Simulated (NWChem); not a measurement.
System: BeH, doublet; SMILES [BeH]

Computed with NWChem. Spin-unrestricted. The spin multiplicity was typed, not searched, and may not be the lowest. No stability test was run on the SCF state. B3LYP is NWChem's, with the RPA form of VWN correlation. Each level has its own optimisation; frequencies are unscaled.

For level PBE/def2-SVP:

```
Item                               Value
---------------------------------  -----
highest harmonic frequency (cm⁻¹)   1978
dipole (D)                          0.12
```

Question: What are these values for level B3LYP/def2-TZVP?

Answer: 
| Quantity | Value |
|---|---|
| highest harmonic frequency (cm⁻¹) | 2035 |
| dipole (D) | 0.26 |
